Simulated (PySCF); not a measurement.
Molecule: SMILES [O-]C(C=C)=C, [C4H5O]-.

Structure with atom numbers: `[CH2:1]=[CH:2][C:3](=[CH2:4])[O-:5]`; H(Xn) means a hydrogen on atom n. Ha(C4) is cis to C2; Ha(C1) is cis to C3; Hb(C4) is trans to C2; Hb(C1) is trans to C3.

Geometry PBE0-D3(BJ)/def2-SVP throughout; GIAO in PySCF 2.14.0 with density-fitted response routines, gas phase, one conformer, non-relativistic; equivalent atoms averaged; functional PBE0.

Question: How do the absolute shieldings σ depend on the basis set? (a selection of nuclei; ppm; last column core-seconds on shared hosts with different chips, so compare them loosely)

Answer: 
| basis set | functions | C2 | C3 | C1 | O5 | H(C2) | Ha(C1) | Hb(C1) | Ha(C4) | Hb(C4) | core-s |
| --- | --- | --- | --- | --- | --- | --- | --- | --- | --- | --- | --- |
| STO-3G | 30 | 111.8 | 123.2 | 147.5 | 54.3 | 27.49 | 28.01 | 29.48 | 30.82 | 31.35 | 2 |
| 6-31G | 55 | 52.3 | 42.9 | 99.7 | 85.1 | 26.45 | 26.92 | 28.72 | 30.32 | 30.32 | 3.8 |
| pcSseg-0 | 55 | 31.0 | 18.2 | 81.4 | 35.8 | 26.71 | 27.23 | 28.71 | 30.40 | 30.60 | 2.6 |
| 6-31G* | 80 | 50.0 | 40.8 | 96.9 | 107.8 | 26.03 | 26.79 | 28.35 | 29.95 | 29.91 | 5 |
| def2-SVP | 95 | 43.7 | 33.2 | 94.3 | 88.5 | 25.38 | 26.01 | 27.60 | 29.26 | 29.19 | 5.6 |
| cc-pVDZ | 95 | 45.9 | 36.1 | 96.8 | 90.9 | 25.23 | 25.89 | 27.48 | 29.08 | 29.06 | 5.2 |
| pcSseg-1 | 110 | 26.7 | 14.6 | 79.3 | 58.3 | 25.15 | 25.74 | 27.27 | 28.76 | 28.72 | 6.5 |
| aug-cc-pVDZ | 160 | 44.5 | 27.7 | 95.6 | 82.7 | 24.45 | 25.37 | 27.02 | 28.54 | 28.30 | 11 |
| 6-311+G(2d,p) | 165 | 30.1 | 13.8 | 83.4 | 61.9 | 24.67 | 25.63 | 27.26 | 28.82 | 28.53 | 12 |
| def2-TZVP | 185 | 28.8 | 14.4 | 83.5 | 67.1 | 24.77 | 25.72 | 27.35 | 28.83 | 28.74 | 15 |
| cc-pVTZ | 220 | 31.0 | 17.2 | 84.6 | 68.8 | 24.68 | 25.56 | 27.20 | 28.66 | 28.69 | 15 |
| IGLO-III | 225 | 21.8 | 6.4 | 77.2 | 57.5 | 24.62 | 25.50 | 27.16 | 28.67 | 28.45 | 17 |
| pcSseg-2 | 250 | 21.0 | 5.7 | 76.5 | 57.8 | 24.52 | 25.40 | 27.05 | 28.50 | 28.35 | 34 |

Question: Which nucleus among those listed moves most, in ppm?

Answer: C3 (fully substituted alkene carbon): from 5.7 ppm with pcSseg-2 to 123.2 ppm with STO-3G. The smallest spread is 2.31 ppm, at Ha(C4). Proton shifts span only some 12 ppm, so a few tenths of a ppm matter as much there as several ppm in carbon.

Question: Taking the largest basis, pcSseg-2 (250 functions), as the yardstick, rank the others by their worst heavy-atom deviation.

Answer: IGLO-III 0.9 ppm (225 functions), pcSseg-1 8.9 ppm (110 functions), 6-311+G(2d,p) 9.2 ppm (165 functions), def2-TZVP 9.2 ppm (185 functions), cc-pVTZ 11.5 ppm (220 functions), pcSseg-0 22.1 ppm (55 functions), aug-cc-pVDZ 24.9 ppm (160 functions), def2-SVP 30.7 ppm (95 functions), cc-pVDZ 33.1 ppm (95 functions), 6-31G 37.2 ppm (55 functions), 6-31G* 49.9 ppm (80 functions), STO-3G 117.6 ppm (30 functions).

A small basis that lands close on one nucleus may do so by chance; judge by the trend and by all nuclei.
